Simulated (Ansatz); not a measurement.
# Pressure series in Si

The reference is Si in the diamond structure (space group Fd-3m, No. 227; a = 5.470 Å).

Cell and atoms are relaxed at each pressure.

Method: PBE/PAW in Ansatz (a quantum-chemistry and plane-wave program), scalar-relativistic without spin-orbit coupling, earlier PAW set.

```json
[
 {"P (GPa)": "-1.99", "V (Å³/atom)": "20.945"},
 {"P (GPa)": "-1.00", "V (Å³/atom)": "20.693"},
 {"P (GPa)": "0.30", "V (Å³/atom)": "20.388"},
 {"P (GPa)": "0.70", "V (Å³/atom)": "20.299"},
 {"P (GPa)": "1.50", "V (Å³/atom)": "20.126"},
 {"P (GPa)": "3.01", "V (Å³/atom)": "19.820"},
 {"P (GPa)": "5.01", "V (Å³/atom)": "19.448"},
 {"P (GPa)": "7.51", "V (Å³/atom)": "19.028"},
 {"P (GPa)": "10.01", "V (Å³/atom)": "18.650"}
]
```

A third-order Birch–Murnaghan fit to these points gives V₀ = 20.46 Å³/atom, B₀ = 89 GPa and B₀′ = 4.2. At pressure 10 GPa the volume is 91.2 % of V₀.

Measured bulk modulus of Si: 100.8 GPa (static lattice; corrected from measurement; as listed in Jianwei Sun et al., Physical Review B (2011)); the computed value is 12 % below it.

Between the base and pressure 10 GPa the gap moves from 0.61 eV to 0.43 eV, a mean slope of -18 meV/GPa.

Load acts through the strain it causes; cell and atoms are relaxed under it. Whether these cells are dynamically stable was not tested. Tetrahedral semiconductors of this kind turn to denser phases somewhere between about 1 and 50 GPa; those were not computed, so compressed cells here can lie past the real transition.
